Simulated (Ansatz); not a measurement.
C2HClF2 (`F/C=C(\F)Cl`). Charge 0, multiplicity 1. The geometry is a stationary point of PBE0-D4/def2-TZVP.

```xyz
6

F    -0.818   -1.571   -0.407
C     0.112   -0.623   -0.346
C    -0.115    0.513    0.294
F    -1.259    0.771    0.900
Cl    1.037    1.759    0.405
H     1.043   -0.848   -0.846
```

Problem. What is the dipole moment at PBE/def2-TZVPP? (Best estimate.)

Solution. The calculation gave: 1.32 D, with components (1.21, 0.01, -0.51) D in this frame, pointing from negative to positive charge.

Problem. And with r2SCAN, B3LYP, ωB97M-V? (Best estimate.)

Solution. Computed: r2SCAN 1.38 D, B3LYP 1.52 D, ωB97M-V 1.51 D.

Problem. Give the Mulliken charges with PBE, B3LYP, ωB97M-V in def2-TZVPP. (Estimate.)

Solution. The calculation gave: 
```json
{"atom": "F1", "PBE": "-0.14", "B3LYP": "-0.18", "ωB97M-V": "-0.18"}
{"atom": "C2", "PBE": "0.03", "B3LYP": "0.07", "ωB97M-V": "0.07"}
{"atom": "C3", "PBE": "0.17", "B3LYP": "0.20", "ωB97M-V": "0.16"}
{"atom": "F4", "PBE": "-0.12", "B3LYP": "-0.16", "ωB97M-V": "-0.15"}
{"atom": "Cl5", "PBE": "-0.05", "B3LYP": "-0.05", "ωB97M-V": "-0.02"}
{"atom": "H6", "PBE": "0.10", "B3LYP": "0.12", "ωB97M-V": "0.12"}
```

B3LYP here is the variant with VWN-RPA as its local correlation; programs differ in this.
